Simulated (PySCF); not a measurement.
ethanethiol (C2H6S), SMILES CCS. Atoms are numbered in the order given.

```xyz
9

C     -1.4424     0.7545    -0.3609
C     -0.4922    -0.4271    -0.4898
S      1.0222    -0.2517     0.4912
H     -2.3551     0.5787    -0.9380
H     -0.9769     1.6698    -0.7352
H     -1.7153     0.9187     0.6833
H     -0.9577    -1.3403    -0.1117
H     -0.2253    -0.6107    -1.5319
H      1.4828     0.8466    -0.1214
```
Charge 0, spin multiplicity 1.

Geometry optimised at ωB97X-D3(BJ)/def2-TZVP. The values are those of a single conformer.

Method: PBE/pcJ-1 (PySCF).

Isotropic couplings with Fermi-contact, spin-dipole and both spin-orbit terms, one fixed conformer, no vibrational averaging. Isotopes: 13C, 1H.

Task: Estimate the spin–spin coupling constants. (An estimate is asked for; the answer gives what the named calculation found.)

Result: 
| pair | bonds apart | J (Hz) |
|---|---|---|
| C1–C2 | 1 | 30.3 |
| C1–H4 | 1 | 118.5 |
| C1–H5 | 1 | 122.7 |
| C1–H6 | 1 | 125.6 |
| C2–H7 | 1 | 130.3 |
| C2–H8 | 1 | 135.5 |
| C1–H7 | 2 | -2.8 |
| C2–H5 | 2 | -4.4 |
| C2–H6 | 2 | -4.9 |
| C2–H9 | 2 | -0.8 |
| H4–H5 | 2 | -12.3 |
| H4–H6 | 2 | -12.0 |
| H5–H6 | 2 | -11.9 |
| H7–H8 | 2 | -12.6 |
| C1–H9 | 3 | 1.7 |
| H4–H7 | 3 | 3.5 |
| H4–H8 | 3 | 2.4 |
| H5–H7 | 3 | 14.9 |
| H5–H8 | 3 | 4.4 |
| H6–H7 | 3 | 4.3 |
| H6–H8 | 3 | 14.4 |
| H7–H9 | 3 | 15.0 |
| H8–H9 | 3 | 3.8 |
| H4–H9 | 4 | -0.5 |
| H5–H9 | 4 | 0.4 |
